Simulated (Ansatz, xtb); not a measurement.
**Isomers of C3H4ClNO in order of energy**

3 gas-phase structures of C3H4ClNO, from a drawn sample of its isomers (lower ones may exist). Each was relaxed with GFN2-xTB; where two conformers were screened, the lower at r2SCAN-D4/def2-SVP is listed:

A. `C=C(Cl)/N=C\O`, a singlet
B. `C=C(Cl)/N=C/O`, a singlet
C. `C=C(Cl)NC=O`, a singlet

Make a reasoned guess at their ranking by r2SCAN-D4/def2-SVP single-point energy.

Calculated order at r2SCAN-D4/def2-SVP: C (0.000), B (0.353), A (0.434) eV.

Energies above the lowest of each column, in eV; the last columns are at B3LYP-D3(BJ)/def2-SVP geometries:

```csv
structure,GFN2-xTB,HF/STO-3G,r2SCAN-D4/def2-SVP,B3LYP-D3(BJ)/def2-SVP,CCSD(T)/def2-SVP + ΔMP2/def2-TZVPP
C,0.000,0.000,0.000,0.000,0.000
B,0.105,0.261,0.353,0.377,0.295
A,0.082,0.454,0.434,0.451,0.458
```

Every level run on C puts it lowest or level with the lowest. Flexible structures stand in one conformer each, not always the lowest. ΔMP2 is the change of the MP2 energy from the smaller to the larger basis.

Programs: Ansatz 0.2.0, xtb 6.7.1.
